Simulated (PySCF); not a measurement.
## How exact exchange moves a shielding

Molecule: SMILES C=CCC(=C)F, C$_{5}$H$_{7}$F.

Geometry:
| atom | x (Å) | y (Å) | z (Å) |
| --- | --- | --- | --- |
| C1 | -1.774 | 1.113 | -0.525 |
| C2 | -0.862 | 0.633 | 0.320 |
| C3 | -0.363 | -0.776 | 0.334 |
| C4 | 1.107 | -0.916 | 0.096 |
| C5 | 1.961 | 0.002 | -0.346 |
| F6 | 1.535 | -2.153 | 0.378 |
| H7 | -2.226 | 0.482 | -1.297 |
| H8 | -2.105 | 2.153 | -0.474 |
| H9 | -0.428 | 1.299 | 1.076 |
| H10 | -0.570 | -1.240 | 1.316 |
| H11 | -0.901 | -1.391 | -0.408 |
| H12 | 3.016 | -0.241 | -0.478 |
| H13 | 1.606 | 1.003 | -0.590 |

GIAO shieldings (ppm, equivalent atoms averaged) in PySCF 2.14 on the PBE0-D3(BJ)/def2-SVP geometry, basis pcSseg-1, gas phase, non-relativistic:

```tsv
functional	exact exchange (%)	σ(C3)	σ(F6)
BLYP	0	132.6	236.4
BP86	0	137.6	237.3
PBE	0	137.8	234.6
PBE0	25	144.5	260.5
mPW1PW91	25	143.7	261.7
BHandHLYP	50	145.7	284.0
HF	100	156.8	318.7
```

Problem. Fit each shielding as a line in the percentage of exact exchange.

Solution. σ(C3) = 136.9 + 0.20 x (rms 2.1 ppm); σ(F6) = 237.9 + 0.84 x (rms 2.7 ppm). The functionals also differ in their semilocal parts, which the line can't hold; Hartree–Fock has no correlation at all.

Problem. What does the line predict for B3LYP (20 %), and what does the run give?

Solution. σ(C3): 140.9 predicted, 138.4 computed; σ(F6): 254.7 predicted, 257.4 computed ppm.
